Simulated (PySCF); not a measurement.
Spin states of NaS⁺

Unrestricted PBE0; PySCF, no relativity, basis sets Na def2-SVP, S def2-SVP. Outer shells of the fragments: Na+ closed shells only; S 3s2 3p4.

Followed along the bond (rough minima from three points):

```csv
2Ms+1,unpaired,⟨S²⟩ at the start,R at minimum (Å),Te (eV)
3,π ↑↑,2.00,2.91,0.00
1,π ↑↓,1.01,2.91,0.44
3,"σ ↑, π ↑",2.00,3.14,0.50
1,"σ ↓, π ↑",1.01,3.15,0.93
```

Solutions found at the starting distance of 2.660 Å, counted from the lowest of them; the search is not exhaustive and high or unbound solutions are not listed, so other states can lie among these:

```csv
2Ms+1,unpaired,term,E (eV),⟨S²⟩,⟨Lz²⟩,μ (D)
3,π ↑↑,³Σ⁻,0.00,2.00,0.00,-5.95
1,π ↑↓,mixed,0.44,1.01,2.02,-5.95
3,"σ ↑, π ↑",³Π,0.54,2.00,1.01,-6.08
1,"σ ↓, π ↑",mixed,0.97,1.01,1.01,-6.08
1,none,mixed,1.88,0.00,2.00,-5.89
3,"σ ↑↑, π ↑↓",mixed,7.69,3.01,2.02,3.40
```

A term symbol is given only where ⟨S²⟩ and ⟨Lz²⟩ are close to those of a pure state; real π, δ and φ orbitals otherwise mix terms. A positive dipole points towards S; it is taken about the centre of mass and depends on that origin.

Counting both spins, an empty level lies below a filled one in some of these solutions, because spin and occupation are held.
